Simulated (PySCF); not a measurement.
# Al₃: structure of the quartet

The task is one start of a wider search on Al₃: the quartet, from a linear chain start. It is relaxed, tested by its Hessian and followed downhill if it is a saddle.

Method: PBE0, basis Al def2-TZVP, no relativity, density fitting; program: PySCF 2.14.0.

## 1. The system as given

3 atoms, charge 0, spin multiplicity 4.

Bond lengths: Al1–Al2 2.394 Å, Al1–Al3 2.394 Å. Angles: Al2–Al1–Al3 180.0°.

```xyz
3
charge 0 multiplicity 4
Al    0.0000    0.0000    0.0000
Al    0.0000    0.0000    2.3940
Al    0.0000    0.0000   -2.3940
```

## 2. Finding the electronic state

One driver script runs all steps and calls PySCF; scf.py shows how it sets up the SCF of each step. The optimiser is the driver's own. After this first run the driver tries any further starts and a stability analysis.

scf.py reads:

```python
from pyscf import gto, scf, dft
mol = gto.M(atom='''
Al     0.000000     0.000000     0.000000
Al     0.000000     0.000000     2.394000
Al     0.000000     0.000000    -2.394000''',
    basis={'Al': 'def2-TZVP'},
    charge=0, spin=3)
mf = dft.UKS(mol, xc='PBE0')
mf.grids.atom_grid = (50, 194)
aux = {'Al': 'def2-universal-JKFIT'}
mf = mf.density_fit(auxbasis=aux)
mf.conv_tol = 1e-08
mf.diis_space = 10
mf.max_cycle = 60
mf.init_guess = 'minao'
mf.verbose = 4
mf.kernel()
```

Started as:

```console
$ OMP_NUM_THREADS=4 python axn.py task.json out
```

Further steps of the session: Relaxation: linear chain start, quartet; Hessian and properties; Following the imaginary mode; Hessian and properties.

Q: Predict the outcome of this session. Wanted: minimum; geometry; wavenumbers; dipole moment; highest occupied, lowest empty level; polar-tensor charge of Al1; zero-point energy; atomisation energy; ⟨S²⟩.

**Answer**, as computed:

```
                                          quantity                                                                   value
                                           minimum                                                            quartet, C2v
                                          geometry  Al–Al 2.577 Å (×2), Al–Al 2.909 Å; Al–Al–Al 55.6° (×2), Al–Al–Al 68.7°
                                wavenumbers (cm⁻¹)                                            157 (a1), 287 (b2), 321 (a1)
                                     dipole moment                                                                  0.11 D
highest occupied, lowest empty level (either spin)                                                         -4.69, -2.96 eV
                        polar-tensor charge of Al1                                                                 -0.12 e
                                 zero-point energy                                                              4.6 kJ/mol
                               entropy at 298.15 K                                                         300.3 J/(mol K)
         atomisation energy (no zero-point energy)                                                              361 kJ/mol
                                              ⟨S²⟩                                                                   3.760
```

In words: From D∞h at the start the molecule goes to a C2v minimum, after a stop at a second-order saddle point 53.0 kJ/mol higher, from which it was pushed off along an imaginary mode. The strongest infrared band lies at 287 cm⁻¹ (b2). Only this shape and spin were tried, so other structures or states may lie lower.
